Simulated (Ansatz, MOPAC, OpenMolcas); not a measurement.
C2H5B (SMILES BC=C): methods side by side

C2H5B has 8 atoms, charge 0, and is taken as a singlet. As SMILES, `BC=C`. The coordinates come from a PBE0-D4/def2-TZVP relaxation.

Quantity: the HOMO–LUMO gap, in eV. The values are calculated.

| level | kind | program | value (eV) | CPU time |
| --- | --- | --- | --- | --- |
| MNDO | semi-empirical | MOPAC | 10.65 | under 2 s |
| HF/6-311+G** | Hartree–Fock | OpenMolcas | 11.92 | 17 s |
| SVWN5/6-311+G** | LDA | OpenMolcas | 4.34 | 44 s |
| BLYP/6-311+G** | GGA | OpenMolcas | 4.35 | 58 s |
| PBE/6-311+G** | GGA | OpenMolcas | 4.38 | 57 s |
| TPSS/6-311+G** | meta-GGA | OpenMolcas | 4.56 | 70 s |
| r2SCAN/6-311+G** | meta-GGA | Ansatz | 4.83 | 9.4 s |
| B3LYP/6-311+G** | global hybrid | OpenMolcas | 5.96 | 54 s |
| CAM-B3LYP/6-311+G** | range-separated hybrid | Ansatz | 8.80 | 6.6 s |
| B2PLYP/6-311+G** | double hybrid | OpenMolcas | 8.53 | 41 s |

The values span 4.34 to 11.92 eV. Orbital gaps aren't excitation energies, and those of double hybrids come from the SCF part alone; they tend to grow with the share of exact exchange. CPU times are rough (shared hosts, several kinds of processor and program).
